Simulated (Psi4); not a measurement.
**AlClO (SMILES [O]=[Al][Cl]) at 4 levels**

Aim: a comparison of 4 runs (HF/STO-3G, B3LYP/6-31G*, PBE/def2-SVP) of AlClO. 

Program for the calculation: Psi4 1.11.

## Step 1: The molecule

The species is AlClO (3 atoms), meant as a singlet with charge 0. As SMILES, `[O]=[Al][Cl]`. The shape comes from GFN2-xTB, which is rough for such elements, and wasn't checked as a minimum.

Bond lengths: O1–Al2 1.566 Å, Al2–Cl3 2.014 Å. Angles: O1–Al2–Cl3 180.0°.

## Step 2: Energy and gradient at HF/STO-3G (run 1)

File alclo.xyz:

```xyz
3
AlClO
O      0.107470     1.694260     0.245960
Al     0.009340     0.147220     0.021380
Cl    -0.116820    -1.841490    -0.267330
```

File job.py:

```python
import psi4

psi4.set_memory('1600 MB')
psi4.set_num_threads(1)
psi4.set_output_file('psi4.out', False)

with open('alclo.xyz') as f:
    atoms = ''.join(f.readlines()[2:])
molecule = psi4.geometry('0 1\n' + atoms + 'symmetry c1\nno_reorient\nno_com')

psi4.set_options({
    'reference': 'rhf',
    'puream': True,
    'e_convergence': 1e-09,
    'd_convergence': 1e-08,
    'scf_type': 'pk',
})

e_tot, wfn = psi4.gradient('scf/STO-3G', molecule=molecule, return_wfn=True)
psi4.oeprop(wfn, 'LOWDIN_CHARGES', 'DIPOLE', 'QUADRUPOLE')
print('gradient / Eh bohr^-1')
print(e_tot.np.round(6))
print(f'energy = {wfn.energy():.10f} Eh')
for k, v in sorted(psi4.core.scalar_variables().items()):
    print(f'{k:45s} {v:18.10f}')
```

Run with:

```
$ python job.py
```

psi4.out:

```text
[...]
  Running in c1 symmetry.
[...]
  Nuclear repulsion =  113.321164787344259
[...]
  Multiplicity = 1
[...]
  Nalpha       = 19
  Nbeta        = 19
[...]
    Number of basis functions: 23
[...]
   @RHF iter   1:  -767.11780512012717   -1.28566e+00   2.30884e-02 ADIIS/DIIS
[...]
   @RHF iter  11:  -767.43729234175669   -2.95586e-12   7.37393e-09 DIIS
[...]
    Orbital Energies [Eh]
    ---------------------
    Doubly Occupied:
       1A   -103.633832     2A    -57.828152     3A    -20.062070
       4A    -10.328923     5A     -7.772145     6A     -7.767533
       7A     -7.767533     8A     -4.772879     9A     -3.001014
      10A     -2.997156    11A     -2.997156    12A     -1.082326
      13A     -1.004357    14A     -0.482297    15A     -0.410676
      16A     -0.410676    17A     -0.302287    18A     -0.273014
      19A     -0.273014
[...]
  @RHF Final Energy:  -767.43729234175669
   => Energetics <=
    Nuclear Repulsion Energy =            113.3211647873442587
    One-Electron Energy =               -1295.1828347750995363
    Two-Electron Energy =                 414.4243776459985611
    Total Energy =                       -767.4372923417566881
[...]
  -Total Gradient:
     Atom            X                  Y                   Z
    ------   -----------------  -----------------  -----------------
       1        0.000444129344     0.007003052625     0.001016539666
       2       -0.002218115415    -0.034968078299    -0.005076289165
       3        0.001773986069     0.027965025655     0.004059749505
[...]
 Multipole Moments:
 ------------------------------------------------------------------------------------
     Multipole            Electronic (a.u.)      Nuclear  (a.u.)        Total (a.u.)
 ------------------------------------------------------------------------------------
 L = 1.  Multiply by 2.5417464519 to convert [e a0] to [Debye]
 Dipole X            :          1.8887612           -1.8987212           -0.0099600
 Dipole Y            :         29.7711351          -29.9283296           -0.1571945
 Dipole Z            :          4.3216524           -4.3444615           -0.0228091
 Magnitude           :                                                    0.1591527
 L = 2.  Multiply by 1.3450342976 to convert [e a0^2] to [Debye ang]
 Quadrupole XX       :        -18.1761195            1.1624887          -17.0136308
 Quadrupole XY       :        -19.0963576           18.3253516           -0.7710060
[...]
```

Standard output:

```text
gradient / Eh bohr^-1
[[ 0.000444  0.007003  0.001017]
 [-0.002218 -0.034968 -0.005076]
 [ 0.001774  0.027965  0.00406 ]]
energy = -767.4372923418 Eh
CURRENT ENERGY                                   -767.4372923418
CURRENT REFERENCE ENERGY                         -767.4372923418
DD SOLVATION ENERGY                                 0.0000000000
HF KINETIC ENERGY                                 756.4644540489
HF POTENTIAL ENERGY                             -1523.9017463907
HF TOTAL ENERGY                                  -767.4372923418
HF VIRIAL RATIO                                     2.0145054249
NUCLEAR REPULSION ENERGY                          113.3211647873
ONE-ELECTRON ENERGY                             -1295.1828347751
PCM POLARIZATION ENERGY                             0.0000000000
PE ENERGY                                           0.0000000000
SCF ITERATION ENERGY                             -767.4372923418
SCF ITERATIONS                                     11.0000000000
SCF TOTAL ENERGY                                 -767.4372923418
TWO-ELECTRON ENERGY                               414.4243776460
```

Run time: 1.4 s. Hardware: 1 thread of Intel Xeon Platinum 8375C at 2.90GHz (Ice Lake), shared host; peak memory 0.18 GiB.

## Step 3: Energy and forces at B3LYP/6-31G(d) (spherical functions) (run 2)

File job.json:

```json
{
  "schema_name": "qcschema_input",
  "schema_version": 1,
  "molecule": {
    "schema_name": "qcschema_molecule",
    "schema_version": 2,
    "symbols": ["O", "Al", "Cl"],
    "geometry": [0.20308887, 3.20168738, 0.46479704, 0.01765004, 0.27820548, 0.04040234, -0.22075781, -3.47991176, -0.50518048],
    "molecular_charge": 0,
    "molecular_multiplicity": 1,
    "fix_symmetry": "c1",
    "fix_com": true,
    "fix_orientation": true
  },
  "driver": "gradient",
  "model": {
    "method": "b3lyp",
    "basis": "6-31G*"
  },
  "keywords": {
    "reference": "rks",
    "puream": true,
    "e_convergence": 1e-09,
    "d_convergence": 1e-08,
    "scf_type": "pk",
    "dft_radial_points": 99,
    "dft_spherical_points": 590
  }
}
```

Run with:

```
$ psi4 --qcschema job.json -n 1 --memory 1600MB
```

stdout:

```text
[...]
  Running in c1 symmetry.
[...]
  Nuclear repulsion =  113.321164919547670
[...]
  Multiplicity = 1
[...]
  Nalpha       = 19
  Nbeta        = 19
[...]
    Number of basis functions: 50
[...]
   @RKS iter   1:  -777.47058015020150   -7.13300e-02   1.89752e-02 DIIS/ADIIS
[...]
   @RKS iter  12:  -777.88626258271324   -2.38742e-12   3.36955e-09 DIIS
[...]
    Orbital Energies [Eh]
    ---------------------
    Doubly Occupied:
       1A   -101.566116     2A    -56.079209     3A    -19.098001
       4A     -9.500835     5A     -7.260407     6A     -7.255579
       7A     -7.255579     8A     -4.183870     9A     -2.736926
      10A     -2.736926    11A     -2.732830    12A     -0.877870
      13A     -0.865075    14A     -0.461380    15A     -0.385826
      16A     -0.385826    17A     -0.318869    18A     -0.279182
      19A     -0.279182
[...]
  @RKS Final Energy:  -777.88626258271324
   => Energetics <=
    Nuclear Repulsion Energy =            113.3211649195476696
    One-Electron Energy =               -1301.9560599519450079
    Two-Electron Energy =                 455.5689348582872071
    DFT Exchange-Correlation Energy =     -44.8203024086030837
    Empirical Dispersion Energy =           0.0000000000000000
    VV10 Nonlocal Energy =                  0.0000000000000000
    Total Energy =                       -777.8862625827131296
[...]
 Multipole Moments:
 ------------------------------------------------------------------------------------
     Multipole            Electronic (a.u.)      Nuclear  (a.u.)        Total (a.u.)
 ------------------------------------------------------------------------------------
 L = 1.  Multiply by 2.5417464519 to convert [e a0] to [Debye]
 Dipole X            :          1.8166615           -1.8987213           -0.0820598
 Dipole Y            :         28.6345437          -29.9283296           -1.2937860
 Dipole Z            :          4.1566515           -4.3444614           -0.1878099
 Magnitude           :                                                    1.3099193
[...]
  -Total Gradient:
     Atom            X                  Y                   Z
    ------   -----------------  -----------------  -----------------
       1       -0.002424487852    -0.038220598489    -0.005548509093
       2        0.000813423226     0.012823222266     0.001861549909
       3        0.001610406343     0.025387002667     0.003685453014
[...]
```

The result, in JSON:

```text
{
 "driver": "gradient",
 "model": {
  "method": "b3lyp",
  "basis": "6-31G*"
 },
 "success": true,
 "return_result": [-0.0024244878515203173, -0.03822059848931844, -0.005548509092672262, 0.0008134232261807813, 0.012823222265536081, 0.0018615499086289426, 0.001610406342816277, 0.02538700266708957, 0.003685453013754371],
 "properties": {
  "calcinfo_nbasis": 50,
  "calcinfo_nmo": 50,
  "calcinfo_nalpha": 19,
  "calcinfo_nbeta": 19,
  "calcinfo_natom": 3,
  "nuclear_repulsion_energy": 113.32116491954767,
  "return_energy": -777.8862625827132,
  "return_gradient": [-0.0024244878515203173, -0.03822059848931844, -0.005548509092672262, 0.0008134232261807813, 0.012823222265536081, 0.0018615499086289426, 0.001610406342816277, 0.02538700266708957, 0.003685453013754371],
  "scf_one_electron_energy": -1301.956059951945,
  "scf_two_electron_energy": 455.5689348582872,
  "scf_xc_energy": -44.820302408603084,
  "scf_dipole_moment": [-0.08205977648811613, -1.2937859515488022, -0.1878099010546892],
  "scf_total_energy": -777.8862625827132,
  "scf_total_gradient": [-0.0024244878515203173, -0.03822059848931844, -0.005548509092672262, 0.0008134232261807813, 0.012823222265536081, 0.0018615499086289426, 0.001610406342816277, 0.02538700266708957, 0.003685453013754371],
  "scf_iterations": 12
 }
}
```

Run time: 6 s. Hardware: 1 thread of Intel Xeon Platinum 8375C at 2.90GHz (Ice Lake), shared host; peak memory 0.41 GiB.

## Step 4: Energy and forces at PBE/def2-SVP (run 3)

File job.dat:

```
memory 1600 MB

molecule m {
  O      0.107470     1.694260     0.245960
  Al     0.009340     0.147220     0.021380
  Cl    -0.116820    -1.841490    -0.267330
  symmetry c1
  no_reorient
  no_com
}

set globals {
  puream true
  e_convergence 1e-09
  d_convergence 1e-08
  scf_type pk
  dft_radial_points 99
  dft_spherical_points 590
}

e_tot, wfn = gradient("pbe/def2-SVP", return_wfn=True)
oeprop(wfn, "QUADRUPOLE", "MULLIKEN_CHARGES", "LOWDIN_CHARGES", title="PBE")
```

Run with:

```
$ psi4 -i job.dat -o job.out -n 1
```

job.out:

```text
[...]
  Running in c1 symmetry.
[...]
  Nuclear repulsion =  113.321164787344259
[...]
  Multiplicity = 1
[...]
  Nalpha       = 19
  Nbeta        = 19
[...]
    Number of basis functions: 50
[...]
   @RKS iter   1:  -776.75716424281279    7.96058e-02   2.00122e-02 DIIS/ADIIS
[...]
   @RKS iter  13:  -777.21485664999136   -9.09495e-13   1.28940e-09 DIIS
[...]
    Orbital Energies [Eh]
    ---------------------
    Doubly Occupied:
       1A   -100.675363     2A    -55.402584     3A    -18.706244
       4A     -9.212808     5A     -7.039889     6A     -7.034247
       7A     -7.034247     8A     -3.968672     9A     -2.574931
      10A     -2.574931    11A     -2.570237    12A     -0.788298
      13A     -0.772141    14A     -0.411193    15A     -0.337788
      16A     -0.337788    17A     -0.271311    18A     -0.235112
      19A     -0.235112
[...]
  @RKS Final Energy:  -777.21485664999136
   => Energetics <=
    Nuclear Repulsion Energy =            113.3211647873442587
    One-Electron Energy =               -1301.6172180285195736
    Two-Electron Energy =                 466.2204585926002665
    DFT Exchange-Correlation Energy =     -55.1392620014163199
    Empirical Dispersion Energy =           0.0000000000000000
    VV10 Nonlocal Energy =                  0.0000000000000000
    Total Energy =                       -777.2148566499913613
[...]
  -Total Gradient:
     Atom            X                  Y                   Z
    ------   -----------------  -----------------  -----------------
       1       -0.003191151444    -0.050306910424    -0.007303067537
       2        0.001398737808     0.022050620833     0.003201081335
       3        0.001792328589     0.028254939007     0.004101790734
[...]
 Multipole Moments:
 ------------------------------------------------------------------------------------
     Multipole            Electronic (a.u.)      Nuclear  (a.u.)        Total (a.u.)
 ------------------------------------------------------------------------------------
 L = 1.  Multiply by 2.5417464519 to convert [e a0] to [Debye]
 Dipole X            :          1.8190152           -1.8987212           -0.0797060
 Dipole Y            :         28.6716643          -29.9283296           -1.2566653
 Dipole Z            :          4.1620395           -4.3444615           -0.1824220
 Magnitude           :                                                    1.2723359
 L = 2.  Multiply by 1.3450342976 to convert [e a0^2] to [Debye ang]
 Quadrupole XX       :        -21.2785431            1.1624887          -20.1160545
 Quadrupole XY       :        -18.8053848           18.3253516           -0.4800332
[...]
```

Wall time 6 s (1 thread of Intel Xeon Platinum 8375C at 2.90GHz (Ice Lake), shared host); peak memory 0.41 GiB.

## Step 5: Energy and gradient at B3LYP/6-31G(d) (Cartesian functions) (run 4)

File input.json:

```json
{
 "schema_name": "qcschema_input",
 "schema_version": 1,
 "molecule": {
  "schema_name": "qcschema_molecule",
  "schema_version": 2,
  "symbols": ["O", "Al", "Cl"],
  "geometry": [0.20308887, 3.20168738, 0.46479704, 0.01765004, 0.27820548, 0.04040234, -0.22075781, -3.47991176, -0.50518048],
  "molecular_charge": 0,
  "molecular_multiplicity": 1,
  "fix_symmetry": "c1"
 },
 "driver": "gradient",
 "model": {
  "method": "b3lyp",
  "basis": "6-31G*"
 },
 "keywords": {
  "puream": false,
  "e_convergence": 1e-09,
  "d_convergence": 1e-08,
  "scf_type": "pk",
  "dft_radial_points": 99,
  "dft_spherical_points": 590,
  "scf_properties": ["MULLIKEN_CHARGES", "MAYER_INDICES", "LOWDIN_CHARGES"]
 }
}
```

Run with:

```
$ psi4 --qcschema input.json -n 1 --memory 1600MB
```

stdout:

```text
[...]
  Running in c1 symmetry.
[...]
  Nuclear repulsion =  113.321164919547684
[...]
  Multiplicity = 1
[...]
  Nalpha       = 19
  Nbeta        = 19
[...]
    Number of basis functions: 53
[...]
   @RKS iter   1:  -777.47762024267865   -7.50062e-02   1.80747e-02 ADIIS/DIIS
[...]
   @RKS iter  12:  -777.89282551489839   -5.91172e-12   6.16221e-09 DIIS
[...]
  @RKS Final Energy:  -777.89282551489839
   => Energetics <=
    Nuclear Repulsion Energy =            113.3211649195476838
    One-Electron Energy =               -1301.8767647242177645
    Two-Electron Energy =                 455.4566521357753004
    DFT Exchange-Correlation Energy =     -44.7938778460036033
    Empirical Dispersion Energy =           0.0000000000000000
    VV10 Nonlocal Energy =                  0.0000000000000000
    Total Energy =                       -777.8928255148982771
[...]
 Multipole Moments:
 ------------------------------------------------------------------------------------
     Multipole            Electronic (a.u.)      Nuclear  (a.u.)        Total (a.u.)
 ------------------------------------------------------------------------------------
 L = 1.  Multiply by 2.5417464519 to convert [e a0] to [Debye]
 Dipole X            :          0.0000048            0.0000013            0.0000061
 Dipole Y            :         -0.0000045           -0.0000012           -0.0000057
 Dipole Z            :         -2.0935172            0.7811909           -1.3123263
 Magnitude           :                                                    1.3123263
[...]
  Mulliken Charges: (a.u.)
   Center  Symbol    Alpha    Beta     Spin     Total
       1     O     4.27937  4.27937  0.00000 -0.55873
       2    AL     6.14713  6.14713  0.00000  0.70574
       3    CL     8.57350  8.57350  0.00000 -0.14701
   Total alpha = 19.00000, Total beta = 19.00000, Total charge = -0.00000
  Lowdin Charges: (a.u.)
   Center  Symbol    Alpha    Beta     Spin     Total
       1     O     4.24942  4.24942  0.00000 -0.49884
       2    AL     6.22543  6.22543  0.00000  0.54914
       3    CL     8.52515  8.52515  0.00000 -0.05030
[...]
  -Total Gradient:
     Atom            X                  Y                   Z
    ------   -----------------  -----------------  -----------------
       1       -0.000000119292     0.000000111738    -0.037782672534
       2        0.000000025563    -0.000000023944     0.011818318969
       3        0.000000093453    -0.000000087535     0.025953638203
[...]
```

The result, in JSON:

```text
{
 "driver": "gradient",
 "model": {
  "method": "b3lyp",
  "basis": "6-31G*"
 },
 "success": true,
 "return_result": [-1.1929177770528282e-07, 1.1173765729589171e-07, -0.03778267253382114, 2.5562660686527496e-08, -2.394398476251133e-08, 0.011818318969221649, 9.345269132347452e-08, -8.753475425287796e-08, 0.02595363820252447],
 "properties": {
  "calcinfo_nbasis": 53,
  "calcinfo_nmo": 53,
  "calcinfo_nalpha": 19,
  "calcinfo_nbeta": 19,
  "calcinfo_natom": 3,
  "nuclear_repulsion_energy": 113.32116491954768,
  "return_energy": -777.8928255148984,
  "return_gradient": [-1.1929177770528282e-07, 1.1173765729589171e-07, -0.03778267253382114, 2.5562660686527496e-08, -2.394398476251133e-08, 0.011818318969221649, 9.345269132347452e-08, -8.753475425287796e-08, 0.02595363820252447],
  "scf_one_electron_energy": -1301.8767647242178,
  "scf_two_electron_energy": 455.4566521357753,
  "scf_xc_energy": -44.7938778460036,
  "scf_dipole_moment": [6.113366083134864e-06, -5.726238738630039e-06, -1.3123262997665366],
  "scf_total_energy": -777.8928255148984,
  "scf_total_gradient": [-1.1929177770528282e-07, 1.1173765729589171e-07, -0.03778267253382114, 2.5562660686527496e-08, -2.394398476251133e-08, 0.011818318969221649, 9.345269132347452e-08, -8.753475425287796e-08, 0.02595363820252447],
  "scf_iterations": 12
 }
}
```

Wall time 6.3 s (1 thread of Intel Xeon Platinum 8375C at 2.90GHz (Ice Lake), shared host); peak memory 0.42 GiB.

## Step 6: The series

```csv
run,level,integration grid,Cartesian functions,energy (Eh),dipole moment (D),HOMO energy (eV),LUMO energy (eV),wall time
1,HF/STO-3G,–,no,-767.437292,0.40,-7.43,7.31,1.4 s
2,B3LYP/6-31G* (spherical functions),99 radial × 590 angular,no,-777.886263,3.33,-7.60,-2.69,6 s
3,PBE/def2-SVP,99 radial × 590 angular,no,-777.214857,3.23,-6.40,-3.10,6 s
4,B3LYP/6-31G* (Cartesian functions),99 radial × 590 angular,yes,-777.892826,3.34,-7.60,-2.69,6.3 s
```

## Step 7: Outcome

```
                       quantity          value
            run 4: total energy  -777.89283 Eh
           run 4: dipole moment         3.34 D
             run 4: HOMO energy       -7.60 eV
             run 4: LUMO energy       -2.69 eV
           run 4: HOMO–LUMO gap        4.91 eV
run 4: largest force on an atom     1.943 eV/Å
```

The dipole moment (its size) runs from 0.40 D (HF/STO-3G) to 3.34 D (B3LYP/6-31G*). The two ends differ in method and basis. The HOMO–LUMO gap runs from 3.29 eV (PBE/def2-SVP) to 14.74 eV (HF/STO-3G). Totals of different functionals can't be ranked against each other. In run 1 the basis is minimal, so the values are rough. All runs together took 20 s, the longest 6.3 s.
